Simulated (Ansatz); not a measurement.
**SiHO2+ (triplet): from Hartree-Fock to the top rungs, def2-QZVPP**

The task here is to estimate one member of a computed series from the others.

Method: def2-QZVPP, core rule «outside noble gas», up to 7 orbitals frozen; program: Ansatz 0.2.0, Gaussian basis.

Plan: UHF; ROHF; CCSD(T) on UHF.

2 further runs of the same task are left out: 2 set aside as unsound or not needed. Runs told in other sessions of the task aren't counted.

## What is computed

The geometry is a PBE0/def2-TZVP stationary point (not a proven minimum) of the parent state, kept for this charge and spin.

4 atoms, charge 1, spin multiplicity 3.

Atoms are counted from 1 here; the program's logs count them from 0.

Bond lengths: O1–Si3 1.627 Å, O1–H4 0.965 Å, O2–Si3 1.525 Å. Angles: Si3–O1–H4 116.9°, O1–Si3–O2 127.5°.

The first run:

The input, in.yaml:

```yaml
crystal:
  periodic: [false, false, false]
  atoms:
    - {symbol: O, position_ang: [0.000000, 0.199858, 1.434628]}
    - {symbol: O, position_ang: [0.000000, 0.406627, -1.385152]}
    - {symbol: Si, position_ang: [0.000000, -0.387106, -0.083158]}
    - {symbol: H, position_ang: [0.000000, 1.159459, 1.531796]}
basis:
  gaussian: {orbitals: "def2-QZVPP.json"}
total_charge: 1
magnetization: {spin_polarized: true, initial_magnetization: 2}
hamiltonian: {xc: hf}
output: {orbitals: {seedname: orbitals}}
```

Launch:

```
$ ansatz run in.yaml --threads 1 --pin off --events-out ev --progress --plain --max-ram 2393MiB
```

Among the steps run: UHF; ROHF; CCSD(T) on UHF.

One of the session's tables, all rows but one given; the rest of the session is left out.

```
  method  from UCCSD(T) (meV)
    ROHF             +15467.1
     UHF             +15305.6
    UMP2                    ?
   UCCSD               +578.9
UCCSD(T)                    0
```

**Question.** Estimate the row for UMP2.

As computed: from UCCSD(T) (meV): +924.5. In the column «from UCCSD(T) (meV)» it lies between UCCSD (+578.9) and UHF (+15305.6).
